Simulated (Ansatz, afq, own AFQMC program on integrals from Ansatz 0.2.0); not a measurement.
AFQMC on a folder of integrals that Ansatz 0.2.0 wrote.

```yaml
crystal:
  periodic: [false, false, false]
  atoms:
    - {symbol: Si, position_ang: [0.000000, 0.073861, 1.527618]}
    - {symbol: Ge, position_ang: [0.000000, -0.007158, -0.637488]}
    - {symbol: H, position_ang: [0.000000, -0.235419, 2.696389]}
    - {symbol: H, position_ang: [0.000000, -1.306847, 0.680024]}
basis:
  gaussian: {orbitals: cc-pVDZ}
magnetization: {spin_polarized: true, initial_magnetization: 0}
correlation: {method: ccsd_t, electrons: outside_noble_gas, hamiltonian_folder: ham}
```

```sh
$ ansatz run in.yaml --threads 1 --pin off --events-out ev --progress --plain --max-ram 1382MiB
```

afq runs on the folder ham with

```
--method phaseless --trial cisd --walkers 20 --populations 1 --least-time 40 --time-step 0.005 --steps-per-block 10 --equilibration-blocks 200 --max-blocks 800 --target-error 0.00076 --factor-cut 1e-06 --start determinant --seed 6466 --release-times 0.3,0.6,0.9,1.2 --release-step 0.1 --release-every 20 --taylor-order 4
```

Times are imaginary, in 1/Eh. The walk had a cap of 214 s. Filled inner d shells are frozen with the cores.

```
orbitals 36  electrons 5 5  factors 337 of 600
reference energy -2365.29671644 Eh
CCSD correlation -0.21471673 Eh in 10 cycles, weight of the determinant in the CISD state 0.8453
energy of the start -2365.511433 Eh
 block  time / (1/Eh)  mean weight  energy / Eh
     1     0.050  0.9973  -2365.510019
     2     0.100  0.9992  -2365.508833
     3     0.150  1.0032  -2365.508395
     4     0.200  0.9990  -2365.508195
     5     0.250  0.9996  -2365.508072
     9     0.450  1.0015  -2365.510514
    76     3.800  0.9942  -2365.521293
   176     8.800  1.0023  -2365.525351
   201    10.050  1.0002  -2365.535824
   276    13.800  1.0028  -2365.523655
   376    18.800  0.9984  -2365.522438
   476    23.800  0.9999  -2365.527432
   576    28.800  1.0000  -2365.525969
   676    33.800  1.0000  -2365.519595
   751    37.550  0.9988  -2365.510938
   776    38.800  1.0021  -2365.525446
   876    43.800  0.9998  -2365.512928
   976    48.800  1.0010  -2365.513598
blocks merged  error / Eh  count
     1  0.000225  800
     2  0.000311  400
     4  0.000423  200
     8  0.000557  100
    16  0.000718  50
    32  0.000883  25
    64  0.001066  12
released: time / (1/Eh)  energy / Eh  error  mean overlap
  0.30  -2365.523234  0.001291  0.9870
  0.60  -2365.522132  0.001065  1.0031
  0.90  -2365.522442  0.001091  1.0144
  1.20  -2365.522163  0.000759  1.0210
energy -2365.522220 +/- 0.000883 Eh
(rows thinned)
```

**Question.** Estimate how long the walk took on 1 thread of Arm Neoverse V1 (shared host).

**Answer.** 2.7 min of wall time.

The run passed its tests (sampling time, drift between the halves within three errors, error under three times the target), which doesn't prove that it has relaxed. The second half of the sampling lies above the first by 1.7 errors of their difference, so the energy may still be moving and its error bar be too small.

Against this walk (error 24.0 meV) on the same determinant: CCSD(T) 5.3 meV higher (within the noise), CCSDT(Q) 51.5 meV lower, a separate phaseless walk with a CISD trial and standard settings 12.9 ± 27.2 meV lower (within the noise). The error is statistical and leaves out the bias of the constraint. Released to 1.20 1/Eh the energy moves by 2 ± 32 meV (both errors), within twice the noise.

Cautions: constraint bias not in the error; error above the target (24.0 against 20.7 meV); no relativity below Rb; no spin-orbit coupling; inner d shell frozen; higher spins were not checked; an unrestricted solution with more broken spin lies lower (91 meV, ⟨S²⟩ 0.41), while this determinant keeps restricted orbitals; so few walkers bias the energy.

CCSDT and higher add their correlation energy to the determinant of the CCSD(T) run, since their own runs factorise the integrals more tightly (a shift of under 2 meV). A walk keeps the symmetry of its determinant, which the program's search chose and which needn't be the lowest solution, so a lower state of the same spin and another symmetry isn't excluded.
